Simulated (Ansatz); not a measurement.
Molecular dynamics of BH4NO

The input (input.yaml):

```yaml
crystal:
  periodic: [false, false, false]
  atoms:
    - { symbol: B, position_ang: [-0.048852, -0.187959, 0.076062] }
    - { symbol: H, position_ang: [-0.184053, -0.267091, 1.275897] }
    - { symbol: O, position_ang: [1.230476, -0.218584, -0.400183] }
    - { symbol: H, position_ang: [1.292136, -0.153094, -1.358009] }
    - { symbol: "N", position_ang: [-1.191032, -0.071887, -0.736686] }
    - { symbol: H, position_ang: [-2.120025, -0.053262, -0.341034] }
    - { symbol: H, position_ang: [-1.18155, -2.3e-05, -1.745947] }
basis:
  gaussian: { orbitals: def2-SVP }
hamiltonian:
  xc: pbe0
md:
  timestep: 0.5
  n_steps: 250
  ensemble: nve
  temperature: 300.0
  initial_velocities: maxwell_boltzmann
  seed: 506038
```

Run as:

```bash
$ ansatz run input.yaml --threads 1 --pin off --max-ram 2048MiB --backend cpu --events-out ev --progress --plain --runs-dir out
```

It starts from a relaxed structure.

Output, in part (one step line in 9, the closing report, with atoms numbered from 0):

```
md step     0: t =     0.00 fs  T =   300.0 K  F+E_penalty+E_count = -4272.79832641 eV  E_kin = 0.193890 eV  conserved = -4272.60443641 eV  (22 SCF iters)
md step     9: t =     4.50 fs  T =   177.9 K  F+E_penalty+E_count = -4272.71921044 eV  E_kin = 0.114964 eV  conserved = -4272.60424659 eV  (24 SCF iters)
md step    18: t =     9.00 fs  T =    59.7 K  F+E_penalty+E_count = -4272.64275155 eV  E_kin = 0.038598 eV  conserved = -4272.60415394 eV  (23 SCF iters)
md step    27: t =    13.50 fs  T =   109.1 K  F+E_penalty+E_count = -4272.67474613 eV  E_kin = 0.070499 eV  conserved = -4272.60424667 eV  (25 SCF iters)
md step    36: t =    18.00 fs  T =   173.8 K  F+E_penalty+E_count = -4272.71658315 eV  E_kin = 0.112309 eV  conserved = -4272.60427366 eV  (24 SCF iters)
md step    45: t =    22.50 fs  T =   156.7 K  F+E_penalty+E_count = -4272.70552275 eV  E_kin = 0.101290 eV  conserved = -4272.60423323 eV  (25 SCF iters)
md step    54: t =    27.00 fs  T =   119.7 K  F+E_penalty+E_count = -4272.68152666 eV  E_kin = 0.077365 eV  conserved = -4272.60416189 eV  (25 SCF iters)
md step    63: t =    31.50 fs  T =   168.9 K  F+E_penalty+E_count = -4272.71334125 eV  E_kin = 0.109146 eV  conserved = -4272.60419559 eV  (25 SCF iters)
md step    72: t =    36.00 fs  T =   227.3 K  F+E_penalty+E_count = -4272.75120512 eV  E_kin = 0.146923 eV  conserved = -4272.60428259 eV  (24 SCF iters)
md step    81: t =    40.50 fs  T =   151.9 K  F+E_penalty+E_count = -4272.70240038 eV  E_kin = 0.098189 eV  conserved = -4272.60421173 eV  (25 SCF iters)
md step    90: t =    45.00 fs  T =    77.2 K  F+E_penalty+E_count = -4272.65403804 eV  E_kin = 0.049879 eV  conserved = -4272.60415858 eV  (25 SCF iters)
md step    99: t =    49.50 fs  T =   128.9 K  F+E_penalty+E_count = -4272.68751761 eV  E_kin = 0.083320 eV  conserved = -4272.60419772 eV  (25 SCF iters)
md step   108: t =    54.00 fs  T =   221.8 K  F+E_penalty+E_count = -4272.74767136 eV  E_kin = 0.143346 eV  conserved = -4272.60432521 eV  (25 SCF iters)
md step   117: t =    58.50 fs  T =   185.5 K  F+E_penalty+E_count = -4272.72418560 eV  E_kin = 0.119869 eV  conserved = -4272.60431663 eV  (25 SCF iters)
md step   126: t =    63.00 fs  T =    70.3 K  F+E_penalty+E_count = -4272.64957785 eV  E_kin = 0.045417 eV  conserved = -4272.60416055 eV  (25 SCF iters)
md step   135: t =    67.50 fs  T =   107.4 K  F+E_penalty+E_count = -4272.67367290 eV  E_kin = 0.069444 eV  conserved = -4272.60422906 eV  (25 SCF iters)
md step   144: t =    72.00 fs  T =   207.8 K  F+E_penalty+E_count = -4272.73866584 eV  E_kin = 0.134331 eV  conserved = -4272.60433491 eV  (25 SCF iters)
md step   153: t =    76.50 fs  T =   210.0 K  F+E_penalty+E_count = -4272.74000379 eV  E_kin = 0.135719 eV  conserved = -4272.60428452 eV  (24 SCF iters)
md step   162: t =    81.00 fs  T =   157.0 K  F+E_penalty+E_count = -4272.70572205 eV  E_kin = 0.101497 eV  conserved = -4272.60422487 eV  (25 SCF iters)
md step   171: t =    85.50 fs  T =   134.9 K  F+E_penalty+E_count = -4272.69137421 eV  E_kin = 0.087189 eV  conserved = -4272.60418556 eV  (25 SCF iters)
md step   180: t =    90.00 fs  T =   160.2 K  F+E_penalty+E_count = -4272.70782703 eV  E_kin = 0.103560 eV  conserved = -4272.60426726 eV  (24 SCF iters)
md step   189: t =    94.50 fs  T =   111.6 K  F+E_penalty+E_count = -4272.67630894 eV  E_kin = 0.072115 eV  conserved = -4272.60419356 eV  (23 SCF iters)
md step   198: t =    99.00 fs  T =    56.5 K  F+E_penalty+E_count = -4272.64061067 eV  E_kin = 0.036537 eV  conserved = -4272.60407416 eV  (22 SCF iters)
md step   207: t =   103.50 fs  T =   153.6 K  F+E_penalty+E_count = -4272.70342408 eV  E_kin = 0.099241 eV  conserved = -4272.60418286 eV  (24 SCF iters)
md step   216: t =   108.00 fs  T =   249.6 K  F+E_penalty+E_count = -4272.76557629 eV  E_kin = 0.161347 eV  conserved = -4272.60422886 eV  (24 SCF iters)
md step   225: t =   112.50 fs  T =   211.2 K  F+E_penalty+E_count = -4272.74065575 eV  E_kin = 0.136484 eV  conserved = -4272.60417196 eV  (24 SCF iters)
md step   234: t =   117.00 fs  T =   115.1 K  F+E_penalty+E_count = -4272.67850671 eV  E_kin = 0.074378 eV  conserved = -4272.60412881 eV  (25 SCF iters)
md step   243: t =   121.50 fs  T =    88.0 K  F+E_penalty+E_count = -4272.66097045 eV  E_kin = 0.056873 eV  conserved = -4272.60409725 eV  (25 SCF iters)
md step   250: t =   125.00 fs  T =   132.4 K  F+E_penalty+E_count = -4272.68973657 eV  E_kin = 0.085551 eV  conserved = -4272.60418606 eV  (23 SCF iters)
Total energy: -4272.68975793 eV, -157.0184524709 hartree
Atom 0 at    -0.040310    -0.209711     0.080272 Å, force    -0.762352     0.168303    -0.244076 eV/Å
Atom 1 at    -0.202319    -0.353211     1.265555 Å, force     0.141713     0.203854     0.177785 eV/Å
Atom 2 at     1.238902    -0.195094    -0.401301 Å, force    -0.220385    -0.493558    -0.503039 eV/Å
Atom 3 at     1.273427    -0.281418    -1.369243 Å, force     0.055628     0.244472     0.467345 eV/Å
Atom 4 at    -1.209943    -0.089678    -0.732792 Å, force     0.760928     0.137538    -0.449679 eV/Å
Atom 5 at    -2.099844     0.261471    -0.399698 Å, force     0.107162    -0.326096     0.198964 eV/Å
Atom 6 at    -1.127306     0.007355    -1.747227 Å, force    -0.082695     0.065487     0.352700 eV/Å
Dipole moment:    -0.304026     0.104957    -0.524920 e Å
```

The run went to its last step. The conserved energy stayed within 0.06 meV per atom of its start (net change 0.036 meV per atom), so the integration is sound. Over the second half the temperature averaged 0.49 of the 300 K drawn at the start: a run that starts near a minimum puts about half its kinetic energy into the potential. A run of 0.12 ps of so small a system gives no equilibrium averages.

The same pairs are bonded in the first frame and the last. Pairs count as bonded within 1.25 times the sum of covalent radii (0.12 Å more for H–H).

Last frame:

```xyz
7
Properties=species:S:1:pos:R:3
B -0.040 -0.210 0.080
H -0.202 -0.353 1.266
O 1.239 -0.195 -0.401
H 1.273 -0.281 -1.369
N -1.210 -0.090 -0.733
H -2.100 0.262 -0.400
H -1.127 0.007 -1.747
```

Run time: 5.5 min on 1 thread of Arm Neoverse V1 (shared host), peak memory 0.1 GiB.
